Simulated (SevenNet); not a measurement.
**Grey tin (α-Sn)**

Level of theory: the machine-learned potential SevenNet-l3i5 (trained on PBE and PBE+U data).

Cell: relaxed at this level.

equilibrium lattice constant a: 6.654 Å
volume per atom: 36.82 Å³/atom

Measured, for comparison: lattice constant a 6.477 Å, equilibrium volume per atom 33.97 Å³/atom (static lattice: zero-point anharmonic expansion removed; as tabulated in Mejia-Rodriguez and Trickey (2018), arXiv:1807.09216). Computed (rounded) less measured: lattice constant a +2.7 %, equilibrium volume per atom +8.4 %.

A machine-learned potential is trained on density-functional data: it inherits that level's misses and adds fitting errors of its own.

Note: this model's volume lies 8 % above that of the starting cell (a measured, published or database cell).
